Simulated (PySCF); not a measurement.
A GIAO shielding run with PySCF 2.14.0 with density-fitted response routines (density fitting, non-relativistic, gas phase) on SMILES CN=[PH3], CH₆NP:

```
$ OMP_NUM_THREADS=1 python probes_run.py task.json out

{"job": {"kind": "nmr", "xc": "CAM-B3LYP", "basis": "pcSseg-2", "pop": false}, "charge": 0, "multiplicity": 1}
C     -1.552733    -0.491288     0.042452
N     -0.411487     0.089307    -0.605673
P      1.041853     0.068396    -0.049486
H     -1.490447    -1.592647     0.166208
H     -2.452791    -0.300821    -0.565708
H     -1.764803    -0.072862     1.048841
H      1.762337    -1.165541     0.163295
H      1.911969     0.742219    -0.934271
H      1.384461     0.688323     1.209401
```

Hardware: 1 thread of an Arm Neoverse V1, shared host.

Task: How large is the calculation?

Result: 34 electrons, 199 basis functions and 548 auxiliary functions.

Task: How long does it take, and how much memory does it need?

Result: 15 s of wall time, with 12 SCF cycles and 6 response iterations; peak memory 1 GiB. Times on a shared host scatter by some tens of per cent.

Task: And these other runs on the same molecule and hardware: GIAO shielding at B97-2/pcSseg-2; GIAO shielding at BHandHLYP/pcSseg-2; GIAO shielding at LC-wPBE/pcSseg-2; GIAO shielding at PBE0/6-311+G(2d,p); GIAO shielding at PBE0/6-31G; GIAO shielding at PBE0/6-31G*?

Result: B97-2/pcSseg-2: 199 functions, 13 s; BHandHLYP/pcSseg-2: 199 functions, 12 s; LC-wPBE/pcSseg-2: 199 functions, 22 s; PBE0/6-311+G(2d,p): 125 functions, 6.3 s; PBE0/6-31G: 43 functions, 2.9 s; PBE0/6-31G*: 58 functions, 3.4 s.
